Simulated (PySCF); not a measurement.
Problem. Write Cartesian coordinates for 1,3-propanedithiol (`SCCCS`) as optimised with PBE0-D3(BJ)/def2-TZVP.

Solution. 
```
atom  x, y, z in Å
S1    -2.574    1.046    0.397
C2    -0.835    0.736    0.790
C3    -0.290   -0.549    0.198
C4     1.168   -0.800    0.548
S5     2.335    0.416   -0.124
H6    -2.404    1.259   -0.917
H7    -0.805    0.694    1.882
H8    -0.232    1.592    0.485
H9    -0.405   -0.530   -0.891
H10   -0.890   -1.393    0.557
H11    1.477   -1.797    0.231
H12    1.318   -0.750    1.630
H13    2.145    0.112   -1.418
```

Orientation and origin are arbitrary. Atoms count from 1 in this order. Of the pairs four or more bonds apart, S5···H8 is among the closest relative to their van der Waals radii: 2.89 Å, 96 % of the sum of Bondi's values.

Bonds between heavy atoms (Å): S1–C2 1.810, C2–C3 1.516, C3–C4 1.520, C4–S5 1.814.

Computed, not measured: PBE0-D3(BJ)/def2-TZVP geometry optimisation, gas phase (PySCF 2.14.0).

Point group: C1 (no symmetry element, even within 0.4 Å). PBE0-D3(BJ)/def2-TZVP frequencies: not computed here. The numbers are those of one conformer (H–S1–C2–C3 -68°, S1–C2–C3–C4 -179°, C2–C3–C4–S5 -64°, C3–C4–S5–H -66°).
